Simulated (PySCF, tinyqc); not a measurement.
Worked calculation: RHF in the sto-3g basis, for OH-, spin multiplicity 1. The basis has no diffuse functions, so it cannot describe the extra electron: this is an exercise in the method, not the real anion. The lowest restricted solution is unstable here: a spin-polarised one lies 0.0057 hartree lower (PySCF). One step of it, computed by the program tinyqc.

Task: Iteration 2: DIIS coefficients. Solve [B -1; -1 0][c; lambda] = [0; -1] for the coefficients, which sum to one.

B (overlaps of the stored error matrices):
$$\begin{pmatrix}
6.6518526e-01 & -2.1264253e-01 \\
-2.1264253e-01 & 1.3094081e-01
\end{pmatrix}$$

Give: DIIS coefficients.

Result:

DIIS coefficients: [0.2813, 0.7187]
